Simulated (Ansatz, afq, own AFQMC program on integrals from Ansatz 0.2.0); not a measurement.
Two steps: Ansatz 0.2.0 writes the Fock matrix and Cholesky factors of the valence space, and afq projects on them the lowest state that overlaps trial and start.

```yaml
crystal:
  periodic: [false, false, false]
  atoms:
    - {symbol: Si, position_ang: [0.000000, 0.000000, 1.622474]}
    - {symbol: C, position_ang: [0.000000, 0.000000, -0.271526]}
    - {symbol: H, position_ang: [0.000000, 0.000000, -1.350949]}
basis:
  gaussian: {orbitals: 6-31G}
magnetization: {spin_polarized: false, initial_magnetization: 1}
correlation: {method: ccsd_t, electrons: outside_noble_gas, hamiltonian_folder: ham}
```

```sh
$ ansatz run in.yaml --threads 1 --pin off --events-out ev --progress --plain --max-ram 16896MiB --backend cuda --devices 0, --max-vram 18GiB
```

afq runs on the folder ham with

```
--method phaseless --trial mp1 --walkers 80 --populations 1 --least-time 40 --time-step 0.01 --steps-per-block 5 --equilibration-blocks 120 --max-blocks 1200 --target-error 0.00072 --factor-cut 1e-05 --start determinant --seed 8963 --taylor-order 6
```

Times are imaginary, in 1/Eh. The walk had a cap of 60 s.

Log:

```
orbitals 18  electrons 5 4  factors 105 of 299
reference energy -327.17286485 Eh
CCSD correlation -0.15625969 Eh in 15 cycles, weight of the determinant in the CISD state 0.8428
energy of the start -327.304995 Eh
 block  time / (1/Eh)  mean weight  energy / Eh
     1     0.050  1.0026  -327.305089
     2     0.100  0.9977  -327.305344
     3     0.150  0.9997  -327.306266
     4     0.200  0.9991  -327.306857
     5     0.250  1.0010  -327.307823
     9     0.450  0.9999  -327.310124
    70     3.500  0.9999  -327.328039
   162     8.100  1.0012  -327.326788
   254    12.700  0.9981  -327.329743
   346    17.300  1.0006  -327.325818
   438    21.900  0.9983  -327.335149
   530    26.500  1.0013  -327.338090
   622    31.100  1.0014  -327.336366
   714    35.700  1.0007  -327.329156
   806    40.300  1.0013  -327.339054
   852    42.600  1.0000  -327.348764
   898    44.900  0.9996  -327.334484
blocks merged  error / Eh  count
     1  0.000187  800
     2  0.000249  400
     4  0.000333  200
     8  0.000438  100
    16  0.000531  50
    32  0.000661  25
    64  0.000813  12
energy -327.335102 +/- 0.000661 Eh
(rows thinned)
```

The run passed its tests (sampling time, drift between the halves within three errors, error under three times the target), which doesn't prove that it has relaxed. The second half of the sampling lies below the first by 2.9 errors of their difference, so the energy may still be moving and its error bar be too small.

Against this walk (error 18.0 meV) on the same determinant: CCSD(T) 13.9 meV lower (within the noise), CCSDT(Q) 70.8 meV lower, CCSDTQ 69.8 meV lower, full CI 73.7 meV lower, a separate phaseless walk with a CISD trial and standard settings 27.9 ± 18.6 meV lower (within the noise). The error is statistical and leaves out the bias of the constraint. Full CI is exact here, so the walk's 74 meV above it is the walk's own error: the bias of the constraint with this trial, or a walk that hasn't relaxed.

Cautions: constraint bias not in the error; a spin-contaminated unrestricted determinant lies lower (UHF 824 meV lower, ⟨S²⟩ 1.46); the time-step error isn't removed.

The walk took 32 s on 1 × NVIDIA H100 80GB HBM3 with 2 threads of AMD EPYC 7R13 Processor (Zen 3) (shared host) (the card was shared). The log's last line is the phaseless energy.

CCSDT and higher add their correlation energy to the determinant of the CCSD(T) run, since their own runs factorise the integrals more tightly (a shift of under 2 meV). A walk keeps the symmetry of its determinant, which the program's search chose and which needn't be the lowest solution, so a lower state of the same spin and another symmetry isn't excluded.
